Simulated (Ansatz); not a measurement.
C4H5ClO can be A, `ClC1=CCOC1`, or B, `C=C(C=O)CCl`.

Program: Ansatz. Geometries: PBE0-D4/def2-TZVP. ΔE: electronic, gas phase. CCSD(T)/CBS adds triple-zeta CCSD(T) − MP2 to the extrapolated MP2 energy (def2 sets, frozen cores). Functionals use def2-TZVPP. B3LYP here is the variant with VWN-RPA as its local correlation; programs differ in this. Each species was taken in one conformer, which may not be the lowest.

Q: Which is lower in electronic energy at CCSD(T)/CBS, and by how much? (Estimate.)

A: The calculation gave: B, by 5.4 kcal/mol.

Q: Give E(B) − E(A) in kcal/mol with MP2/def2-TZVPP, CCSD(T)/def2-TZVPP, PBE0-D4, B3LYP-D4, ωB97M-V, CCSD/def2-TZVPP, B3LYP. (An estimate is asked.)

A: The calculation gave: MP2/def2-TZVPP -5.1, CCSD(T)/def2-TZVPP -6.0, PBE0-D4 -2.0, B3LYP-D4 -7.8, ωB97M-V -4.4, CCSD/def2-TZVPP -5.3, B3LYP -8.0. None reverses the order clearly.

Largest T1 diagnostic: 0.013.

From PBE to PBE0 (25 % exact exchange), in def2-TZVPP and without D4, E(B) − E(A) moves by +2.9 kcal/mol. In def2-TZVPP, CCSD(T) changes the Hartree–Fock value by +2.0 kcal/mol (the triples alone add −0.6 kcal/mol) and MP2 by +2.9 kcal/mol.
